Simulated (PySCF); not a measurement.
Species: C3H6OS.
Atom-mapped SMILES: `[CH2:1]=[CH:2][S@@:3]([CH3:4])=[O:5]` (hydrogens: H6, H7 on C1; H8 on C2; H9, H10, H11 on C4)

Cartesian coordinates in Å at the GFN2-xTB level; atoms count from 1:
```xyz
11
C3H6OS angstrom
C      1.8728   -0.1518   -0.2570
C      0.7891    0.5306   -0.5518
S     -0.4267    0.9124    0.7491
C     -1.6948   -0.2448    0.0434
O      0.0727    0.2771    1.9671
H      2.6370   -0.3979   -0.9750
H      2.0144   -0.4951    0.7569
H      0.5473    0.9376   -1.5194
H     -1.2707   -1.2403   -0.0250
H     -1.9910    0.1225   -0.9321
H     -2.5446   -0.2476    0.7180
```

Computed with TDDFT PBE0/def2-SVPD, vertical, gas phase, core orbitals frozen in the response (PySCF 2.14.0, density-fitted response routines).

Transition dipole moments from the ground state, in atomic units and in the frame of the coordinates above (overall signs are arbitrary), for the states with f of 0.002 or more among the lowest 7:

| state | E (eV) | μx | μy | μz |
| --- | --- | --- | --- | --- |
| S1 | 5.122 | -0.673 | 0.050 | 0.126 |
| S2 | 6.012 | 0.100 | 0.052 | -0.157 |
| S3 | 6.158 | -0.293 | -0.001 | -0.112 |
| S4 | 6.405 | 0.536 | -0.068 | 0.144 |
| S5 | 6.530 | 0.138 | 0.427 | -0.154 |
| S6 | 7.053 | -0.031 | -0.175 | -0.004 |
| S7 | 7.084 | -0.006 | -0.572 | -0.249 |

Problem. What oscillator strength does each state have?

Solution. f = (2/3) ΔE |μ|² with ΔE in hartree (27.2114 eV).

```json
{"state": "S1", "|μ|² (au)": "0.471", "|μ| (D)": "1.74", "f": "0.059"}
{"state": "S2", "|μ|² (au)": "0.037", "|μ| (D)": "0.49", "f": "0.006"}
{"state": "S3", "|μ|² (au)": "0.098", "|μ| (D)": "0.80", "f": "0.015"}
{"state": "S4", "|μ|² (au)": "0.312", "|μ| (D)": "1.42", "f": "0.049"}
{"state": "S5", "|μ|² (au)": "0.225", "|μ| (D)": "1.21", "f": "0.036"}
{"state": "S6", "|μ|² (au)": "0.032", "|μ| (D)": "0.45", "f": "0.005"}
{"state": "S7", "|μ|² (au)": "0.389", "|μ| (D)": "1.59", "f": "0.068"}
```

Problem. What angle do the transition dipoles of S1 and S5 make?

Solution. |cos θ| = |μa·μb| / (|μa| |μb|) = 0.28, so θ ≈ 74° (taken between 0 and 90°, since the signs are arbitrary).

Time: 15 s of wall time. Hardware: Arm Neoverse V1, one thread, no GPU (shared host).

One conformer stands for the species.
